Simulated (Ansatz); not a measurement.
Relaxation of BClFH3 (6 atoms, charge 0, multiplicity 1), to a largest force component of 0.03 eV/Å in at most 50 steps.

The calculation used RKS r2SCAN/def2-SVP in Ansatz.

```xyz
6
Properties=species:S:1:pos:R:3
B 0.040 -0.252 0.029
F 0.066 -0.518 1.321
Cl 1.527 -0.414 -0.901
H -0.992 0.008 -0.527
H 0.295 2.031 0.717
H 0.213 1.609 1.290
```

Task: Where does it end, and by what steps?

Result: The forces met the threshold. The force dipped under the threshold on the way, but the program's further checks kept it going. After 11 steps the energy has fallen by 0.152 eV; H6 moved furthest, 0.52 Å.

| step | energy less start (eV) | largest force component (eV/Å) | accepted |
| --- | --- | --- | --- |
| 0 | 0.0000 | 1.330 | yes |
| 1 | -0.1232 | 0.278 | yes |
| 2 | -0.0343 | 1.674 | no |
| 3 | -0.1253 | 0.505 | yes |
| 4 | -0.1432 | 0.351 | yes |
| 5 | -0.1501 | 0.224 | yes |
| 6 | -0.1519 | 0.042 | yes |
| 7 | -0.1520 | 0.029 | yes |
| 8 | -0.1518 | 0.173 | no |
| 9 | -0.1523 | 0.028 | yes |
| 10 | -0.1484 | 0.277 | no |
| 11 | -0.1525 | 0.024 | yes |

```xyz
6
Properties=species:S:1:pos:R:3
B 0.014 -0.487 -0.029
F 0.037 -0.898 1.221
Cl 1.516 -0.449 -0.933
H -1.022 -0.158 -0.540
H 0.472 2.351 0.789
H 0.131 2.106 1.421
```

Whether the end is a true minimum wasn't checked by a vibrational analysis.

The run took 30 s on 1 thread of Arm Neoverse V1, with other jobs on the host, peak memory 0.13 GiB.
